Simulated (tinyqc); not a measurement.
UKS/B3LYP (VWN-RPA form) in the sto-6g basis, for CH2, spin multiplicity 3, step by step (part 3 of 3). Computed by tinyqc, a small Python program that keeps every step (integrals from PySCF). Command: `OMP_NUM_THREADS=1 python tinyqc.py 21660 21661 out.jsonl` (the two numbers bound the seeds that draw the settings). One thread of a shared host (Intel(R) Xeon(R) Processor @ 2.60GHz), about 5 s of CPU time with the checks.

Geometry (angstrom):
```
atom         x          y         z
C     0.000000   0.000000  0.000000
H     0.000000   0.907000  0.694000
H     0.000000  -0.907000  0.694000
```

## Iteration 2: diagonalisation and new density

extrapolated F(alpha) (hartree):
```
             1C 1s      1C 2s     1C 2px     1C 2py     1C 2pz      2H 1s      3H 1s
1C 1s   -10.081998  -2.632084   0.000000   0.000000  -0.004826  -0.622249  -0.622249
1C 2s    -2.632084  -1.199170   0.000000   0.000000  -0.051352  -0.524388  -0.524388
1C 2px    0.000000   0.000000  -0.142855   0.000000   0.000000   0.000000   0.000000
1C 2py    0.000000   0.000000   0.000000  -0.174044   0.000000  -0.235764   0.235764
1C 2pz   -0.004826  -0.051352   0.000000   0.000000  -0.186522  -0.199015  -0.199015
2H 1s    -0.622249  -0.524388   0.000000  -0.235764  -0.199015  -0.352823  -0.184732
3H 1s    -0.622249  -0.524388   0.000000   0.235764  -0.199015  -0.184732  -0.352823
```

extrapolated F(beta) (hartree):
```
             1C 1s      1C 2s    1C 2px     1C 2py     1C 2pz      2H 1s      3H 1s
1C 1s   -10.045048  -2.610095  0.000000   0.000000  -0.008489  -0.616747  -0.616747
1C 2s    -2.610095  -1.058858  0.000000   0.000000  -0.131288  -0.496491  -0.496491
1C 2px    0.000000   0.000000  0.104380   0.000000   0.000000   0.000000   0.000000
1C 2py    0.000000   0.000000  0.000000  -0.122236   0.000000  -0.226699   0.226699
1C 2pz   -0.008489  -0.131288  0.000000   0.000000   0.009230  -0.180820  -0.180820
2H 1s    -0.616747  -0.496491  0.000000  -0.226699  -0.180820  -0.322219  -0.171921
3H 1s    -0.616747  -0.496491  0.000000   0.226699  -0.180820  -0.171921  -0.322219
```

X:
```
            1C 1s      1C 2s    1C 2px     1C 2py     1C 2pz      2H 1s      3H 1s
1C 1s    1.025508  -0.147712  0.000000   0.000000  -0.012318   0.022994   0.022994
1C 2s   -0.147712   1.264277  0.000000   0.000000   0.139530  -0.321289  -0.321289
1C 2px   0.000000   0.000000  1.000000   0.000000   0.000000   0.000000   0.000000
1C 2py   0.000000   0.000000  0.000000   1.142676   0.000000  -0.254014   0.254014
1C 2pz  -0.012318   0.139530  0.000000   0.000000   1.080762  -0.186566  -0.186566
2H 1s    0.022994  -0.321289  0.000000  -0.254014  -0.186566   1.230811  -0.026335
3H 1s    0.022994  -0.321289  0.000000   0.254014  -0.186566  -0.026335   1.230811
```

Diagonalise F' = X^T F X, C = X C', fill 5 alpha and 3 beta electrons from the bottom; D(s) = C_occ C_occ^T. Each column has its largest component positive (the first on a tie).

F' = X^T F X (alpha) (hartree):
```
           1          2          3          4          5          6          7
1  -9.883664  -1.378260   0.000000   0.000000  -0.023925  -0.098049  -0.098049
2  -1.378260  -0.516594   0.000000   0.000000   0.106140  -0.297138  -0.297138
3   0.000000   0.000000  -0.142855   0.000000   0.000000   0.000000   0.000000
4   0.000000   0.000000   0.000000   0.024786   0.000000  -0.264908   0.264908
5  -0.023925   0.106140   0.000000   0.000000  -0.077080  -0.194151  -0.194151
6  -0.098049  -0.297138   0.000000  -0.264908  -0.194151  -0.025412  -0.038449
7  -0.098049  -0.297138   0.000000   0.264908  -0.194151  -0.038449  -0.025412
```

orbital energies (alpha) (hartree): MO1 -10.086153, MO2 -0.617675, MO3 -0.355771, MO4 -0.237845, MO5 -0.142855, MO6 0.393594, MO7 0.400476

coefficients C (alpha):
```
              MO1        MO2        MO3        MO4       MO5        MO6        MO7
1C 1s    0.994161  -0.218471   0.000000   0.121256  0.000000   0.000000  -0.154615
1C 2s    0.026316   0.712335   0.000000  -0.586135  0.000000   0.000000   0.997230
1C 2px   0.000000   0.000000   0.000000   0.000000  1.000000   0.000000   0.000000
1C 2py   0.000000   0.000000   0.545637   0.000000  0.000000   1.066319   0.000000
1C 2pz   0.004105   0.118440   0.000000   0.762447  0.000000   0.000000   0.813578
2H 1s   -0.006755   0.254927   0.455279   0.255914  0.000000  -0.804644  -0.856398
3H 1s   -0.006755   0.254927  -0.455279   0.255914  0.000000   0.804644  -0.856398
```

F' = X^T F X (beta) (hartree):
```
           1          2         3          4          5          6          7
1  -9.848408  -1.378819  0.000000   0.000000  -0.017641  -0.097003  -0.097003
2  -1.378819  -0.362550  0.000000   0.000000   0.025799  -0.299727  -0.299727
3   0.000000   0.000000  0.104380   0.000000   0.000000   0.000000   0.000000
4   0.000000   0.000000  0.000000   0.084203   0.000000  -0.271436   0.271436
5  -0.017641   0.025799  0.000000   0.000000   0.115710  -0.186925  -0.186925
6  -0.097003  -0.299727  0.000000  -0.271436  -0.186925  -0.000330  -0.036592
7  -0.097003  -0.299727  0.000000   0.271436  -0.186925  -0.036592  -0.000330
```

orbital energies (beta) (hartree): MO1 -10.048624, MO2 -0.542437, MO3 -0.324383, MO4 0.001472, MO5 0.104380, MO6 0.444848, MO7 0.457418

coefficients C (beta):
```
              MO1        MO2        MO3        MO4       MO5        MO6        MO7
1C 1s    0.994632  -0.198400   0.000000  -0.151431  0.000000   0.000000  -0.152014
1C 2s    0.024356   0.616180   0.000000   0.712459  0.000000   0.000000   0.978911
1C 2px   0.000000   0.000000   0.000000   0.000000  1.000000   0.000000   0.000000
1C 2py   0.000000   0.000000   0.520600   0.000000  0.000000   1.078764   0.000000
1C 2pz   0.004430   0.179827   0.000000  -0.701641  0.000000   0.000000   0.855933
2H 1s   -0.006427   0.304616   0.473936  -0.269546  0.000000  -0.793798  -0.835737
3H 1s   -0.006427   0.304616  -0.473936  -0.269546  0.000000   0.793798  -0.835737
```

D(alpha) after iteration 2:
```
            1C 1s      1C 2s    1C 2px     1C 2py     1C 2pz      2H 1s      3H 1s
1C 1s    1.050789  -0.200535  0.000000   0.000000   0.070657  -0.031379  -0.031379
1C 2s   -0.200535   0.851668  0.000000   0.000000  -0.362420   0.031415   0.031415
1C 2px   0.000000   0.000000  1.000000   0.000000   0.000000   0.000000   0.000000
1C 2py   0.000000   0.000000  0.000000   0.297720   0.000000   0.248417  -0.248417
1C 2pz   0.070657  -0.362420  0.000000   0.000000   0.595370   0.225287   0.225287
2H 1s   -0.031379   0.031415  0.000000   0.248417   0.225287   0.337805  -0.076754
3H 1s   -0.031379   0.031415  0.000000  -0.248417   0.225287  -0.076754   0.337805
```

D(beta) after iteration 2:
```
            1C 1s      1C 2s    1C 2px     1C 2py     1C 2pz      2H 1s      3H 1s
1C 1s    1.028655  -0.098025  0.000000   0.000000  -0.031271  -0.066828  -0.066828
1C 2s   -0.098025   0.380271  0.000000   0.000000   0.110914   0.187542   0.187542
1C 2px   0.000000   0.000000  0.000000   0.000000   0.000000   0.000000   0.000000
1C 2py   0.000000   0.000000  0.000000   0.271025   0.000000   0.246731  -0.246731
1C 2pz  -0.031271   0.110914  0.000000   0.000000   0.032357   0.054750   0.054750
2H 1s   -0.066828   0.187542  0.000000   0.246731   0.054750   0.317447  -0.131783
3H 1s   -0.066828   0.187542  0.000000  -0.246731   0.054750  -0.131783   0.317447
```

## Iteration 8 (converged): orbitals

converged F(alpha) (hartree):
```
             1C 1s      1C 2s     1C 2px     1C 2py     1C 2pz      2H 1s      3H 1s
1C 1s   -10.102616  -2.636962   0.000000   0.000000  -0.002397  -0.623166  -0.623166
1C 2s    -2.636962  -1.209300   0.000000   0.000000  -0.036309  -0.522854  -0.522854
1C 2px    0.000000   0.000000  -0.155584   0.000000   0.000000   0.000000   0.000000
1C 2py    0.000000   0.000000   0.000000  -0.186989   0.000000  -0.234113   0.234113
1C 2pz   -0.002397  -0.036309   0.000000   0.000000  -0.198416  -0.192298  -0.192298
2H 1s    -0.623166  -0.522854   0.000000  -0.234113  -0.192298  -0.336082  -0.182899
3H 1s    -0.623166  -0.522854   0.000000   0.234113  -0.192298  -0.182899  -0.336082
```

converged F(beta) (hartree):
```
             1C 1s      1C 2s    1C 2px     1C 2py     1C 2pz      2H 1s      3H 1s
1C 1s   -10.071271  -2.614354  0.000000   0.000000  -0.006677  -0.617861  -0.617861
1C 2s    -2.614354  -1.054026  0.000000   0.000000  -0.132418  -0.495773  -0.495773
1C 2px    0.000000   0.000000  0.102256   0.000000   0.000000   0.000000   0.000000
1C 2py    0.000000   0.000000  0.000000  -0.123795   0.000000  -0.226933   0.226933
1C 2pz   -0.006677  -0.132418  0.000000   0.000000   0.004295  -0.183879  -0.183879
2H 1s    -0.617861  -0.495773  0.000000  -0.226933  -0.183879  -0.324136  -0.173000
3H 1s    -0.617861  -0.495773  0.000000   0.226933  -0.183879  -0.173000  -0.324136
```

As before.

F' = X^T F X (alpha) (hartree):
```
           1          2          3          4          5          6          7
1  -9.904194  -1.379181   0.000000   0.000000  -0.023089  -0.098483  -0.098483
2  -1.379181  -0.526474   0.000000   0.000000   0.119446  -0.299590  -0.299590
3   0.000000   0.000000  -0.155584   0.000000   0.000000   0.000000   0.000000
4   0.000000   0.000000   0.000000   0.007890   0.000000  -0.263326   0.263326
5  -0.023089   0.119446   0.000000   0.000000  -0.090977  -0.191376  -0.191376
6  -0.098483  -0.299590   0.000000  -0.263326  -0.191376  -0.005921  -0.038737
7  -0.098483  -0.299590   0.000000   0.263326  -0.191376  -0.038737  -0.005921
```

orbital energies (alpha) (hartree): MO1 -10.106747, MO2 -0.616139, MO3 -0.352255, MO4 -0.253722, MO5 -0.155584, MO6 0.392961, MO7 0.410304

coefficients C (alpha):
```
              MO1        MO2        MO3        MO4       MO5        MO6        MO7
1C 1s    0.994181  -0.223986   0.000000   0.110104  0.000000   0.000000  -0.154938
1C 2s    0.026197   0.740849   0.000000  -0.541749  0.000000   0.000000   1.001550
1C 2px   0.000000   0.000000   0.000000   0.000000  1.000000   0.000000   0.000000
1C 2py   0.000000   0.000000   0.571666   0.000000  0.000000   1.052594   0.000000
1C 2pz   0.003789   0.090887   0.000000   0.778405  0.000000   0.000000   0.801929
2H 1s   -0.006667   0.239906   0.435377   0.253747  0.000000  -0.815585  -0.861369
3H 1s   -0.006667   0.239906  -0.435377   0.253747  0.000000   0.815585  -0.861369
```

F' = X^T F X (beta) (hartree):
```
           1          2         3          4          5          6          7
1  -9.874756  -1.380200  0.000000   0.000000  -0.015440  -0.097896  -0.097896
2  -1.380200  -0.355824  0.000000   0.000000   0.025607  -0.299690  -0.299690
3   0.000000   0.000000  0.102256   0.000000   0.000000   0.000000   0.000000
4   0.000000   0.000000  0.000000   0.082331   0.000000  -0.271081   0.271081
5  -0.015440   0.025607  0.000000   0.000000   0.111836  -0.188988  -0.188988
6  -0.097896  -0.299690  0.000000  -0.271081  -0.188988  -0.002134  -0.037169
7  -0.097896  -0.299690  0.000000   0.271081  -0.188988  -0.037169  -0.002134
```

orbital energies (beta) (hartree): MO1 -10.074728, MO2 -0.541611, MO3 -0.325412, MO4 -0.000103, MO5 0.102256, MO6 0.442779, MO7 0.458394

coefficients C (beta):
```
              MO1        MO2        MO3        MO4       MO5        MO6        MO7
1C 1s    0.994732  -0.196311   0.000000  -0.152875  0.000000   0.000000  -0.152623
1C 2s    0.023878   0.607057   0.000000   0.715102  0.000000   0.000000   0.982688
1C 2px   0.000000   0.000000   0.000000   0.000000  1.000000   0.000000   0.000000
1C 2py   0.000000   0.000000   0.521009   0.000000  0.000000   1.078567   0.000000
1C 2pz   0.004144   0.185693   0.000000  -0.702994  0.000000   0.000000   0.853569
2H 1s   -0.006231   0.308826   0.473636  -0.263157  0.000000  -0.793978  -0.836229
3H 1s   -0.006231   0.308826  -0.473636  -0.263157  0.000000   0.793978  -0.836229
```

D(alpha) after iteration 8:
```
            1C 1s      1C 2s    1C 2px     1C 2py     1C 2pz      2H 1s      3H 1s
1C 1s    1.050689  -0.199544  0.000000   0.000000   0.069115  -0.032425  -0.032425
1C 2s   -0.199544   0.843035  0.000000   0.000000  -0.354267   0.040093   0.040093
1C 2px   0.000000   0.000000  1.000000   0.000000   0.000000   0.000000   0.000000
1C 2py   0.000000   0.000000  0.000000   0.326802   0.000000   0.248890  -0.248890
1C 2pz   0.069115  -0.354267  0.000000   0.000000   0.614189   0.219297   0.219297
2H 1s   -0.032425   0.040093  0.000000   0.248890   0.219297   0.311540  -0.067566
3H 1s   -0.032425   0.040093  0.000000  -0.248890   0.219297  -0.067566   0.311540
```

D(beta) after iteration 8:
```
            1C 1s      1C 2s    1C 2px     1C 2py     1C 2pz      2H 1s      3H 1s
1C 1s    1.028031  -0.095420  0.000000   0.000000  -0.032331  -0.066824  -0.066824
1C 2s   -0.095420   0.369088  0.000000   0.000000   0.112825   0.187326   0.187326
1C 2px   0.000000   0.000000  0.000000   0.000000   0.000000   0.000000   0.000000
1C 2py   0.000000   0.000000  0.000000   0.271450   0.000000   0.246768  -0.246768
1C 2pz  -0.032331   0.112825  0.000000   0.000000   0.034499   0.057321   0.057321
2H 1s   -0.066824   0.187326  0.000000   0.246768   0.057321   0.319743  -0.128918
3H 1s   -0.066824   0.187326  0.000000  -0.246768   0.057321  -0.128918   0.319743
```

## Convergence

Stop when the energy changes by less than 1e-08 hartree and every element of the error matrix X^T (F D S - S D F) X (for each spin) is below 3e-05.

Course of the cycle:
```
iteration   E (hartree)     change  largest element of the error matrix
1          -39.14391409          -                             4.50e-01
2          -39.01800451   1.26e-01                             3.12e-02
3          -39.02345417  -5.45e-03                             1.29e-02
4          -39.02397541  -5.21e-04                             4.58e-03
5          -39.02407761  -1.02e-04                             9.85e-04
6          -39.02408581  -8.20e-06                             1.17e-04
7          -39.02408595  -1.45e-07                             4.92e-06
8          -39.02408595  -2.57e-10                             4.56e-07
```

PySCF UKS in the same basis, fine grid, after a stability check = -39.02213501 hartree

Converged in 8 iterations. The coarse grid moves the energy by -1.95e-03 hartree.

## Populations, bond orders and dipole

overlap S:
```
           1C 1s     1C 2s    1C 2px     1C 2py    1C 2pz     2H 1s      3H 1s
1C 1s   1.000000  0.243228  0.000000   0.000000  0.000000  0.057324   0.057324
1C 2s   0.243228  1.000000  0.000000   0.000000  0.000000  0.461857   0.461857
1C 2px  0.000000  0.000000  1.000000   0.000000  0.000000  0.000000   0.000000
1C 2py  0.000000  0.000000  0.000000   1.000000  0.000000  0.356597  -0.356597
1C 2pz  0.000000  0.000000  0.000000   0.000000  1.000000  0.272854   0.272854
2H 1s   0.057324  0.461857  0.000000   0.356597  0.272854  1.000000   0.160698
3H 1s   0.057324  0.461857  0.000000  -0.356597  0.272854  0.160698   1.000000
```

Mulliken: Z minus the diagonal of D S on the atom; Loewdin: the same with S^(1/2) D S^(1/2); Mayer order: 2 sum_s sum (D(s) S)_ij (D(s) S)_ji over the two atoms.

Charges (e):
```
atom   Mulliken    Loewdin  Mulliken spin
1C    -0.097439  -0.047343       2.038842
2H     0.048720   0.023671      -0.019421
3H     0.048720   0.023671      -0.019421
```

Mayer bond orders:
```
pair     order
2-1   0.986444
3-1   0.986444
3-2   0.010805
```

dipole moment about the origin, x y z (debye): 0.000000  0.000000  0.311710

<S^2> of the determinant (pure state: 2) = 2.003585
